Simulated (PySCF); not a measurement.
ethylamine cation (C2H7N), SMILES NCC (connectivity only; charge and spin as stated), charge +1, multiplicity 2.

The structure is a stationary point at B3LYP-D3(BJ)/def2-TZVP. The multiplicity is an assumed one; other spin states were not compared. One conformer was computed; it need not be the lowest.

The numbers are results of PBE/def2-TZVPD in PySCF, not measurements.

| Item | Result |
|---|---|
| total energy | -134.72355 hartree |
| point group | Cs |
| α spin, highest occupied and lowest empty level | -13.61 and -5.70 eV |
| β spin, highest occupied and lowest empty level | -14.50 and -12.01 eV |
| dipole moment about the centre of nuclear charge | 2.83 D |
| mean static polarisability | 34.3 bohr³ (5.08 Å³) |
| polarisability, principal values | 27.1, 32.2, 43.4 bohr³ |
| ⟨S²⟩ | 0.753 (pure state 0.75) |
